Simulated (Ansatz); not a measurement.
Geometry optimisation, RKS LDA/6-31G in Ansatz.

Input:

```yaml
crystal:
  periodic: [false, false, false]
  atoms:
    - { symbol: "N", position_ang: [1.2428, -1.926, 1.3964] }
    - { symbol: C, position_ang: [0.684, -0.964, 0.8858] }
    - { symbol: C, position_ang: [0.021, 0.2091, 0.2278] }
    - { symbol: O, position_ang: [0.8777, 0.6463, -0.8976] }
    - { symbol: S, position_ang: [-1.6473, -0.1339, -0.3023] }
    - { symbol: H, position_ang: [0.0304, 1.0594, 0.9458] }
    - { symbol: H, position_ang: [0.7271, -0.0713, -1.5492] }
    - { symbol: H, position_ang: [-1.25924, -1.1074, -1.15821] }
basis:
  gaussian: { orbitals: "6-31G" }
hamiltonian:
  xc: lda
relax:
  f_tol: 0.015
  max_steps: 40
output:
  orbitals: {}
```

Run as:

```bash
$ ansatz run input.yaml --threads 1 --pin off --max-ram 2048MiB --backend cpu --events-out ev --progress --plain --runs-dir out
```

Q: Where does it end, and by what steps?

A: The forces met the threshold. Limits of this set-up: no polarisation functions. After 9 steps the energy has fallen by 0.434 eV; H8 moved furthest, 0.50 Å.

```tsv
step	energy less start (eV)	largest force component (eV/Å)	accepted
0	0.0000	3.325	yes
1	-0.3120	2.056	yes
2	-0.4039	0.699	yes
3	-0.3958	0.640	no
4	-0.4296	0.199	yes
5	-0.4310	0.151	yes
6	-0.4325	0.090	yes
7	-0.4337	0.018	yes
8	-0.4338	0.016	yes
9	-0.4339	0.007	yes
```

```xyz
8
Properties=species:S:1:pos:R:3
N 1.101 -1.948 1.235
C 0.628 -0.960 0.798
C 0.106 0.242 0.178
O 0.939 0.746 -0.838
S -1.696 -0.104 -0.365
H -0.007 1.055 0.914
H 1.052 0.086 -1.571
H -1.445 -1.406 -0.802
```

Whether the end is a true minimum wasn't checked by a vibrational analysis.

Run time: 25 s on 1 thread of Arm Neoverse V1 (shared host), peak memory 0.15 GiB.
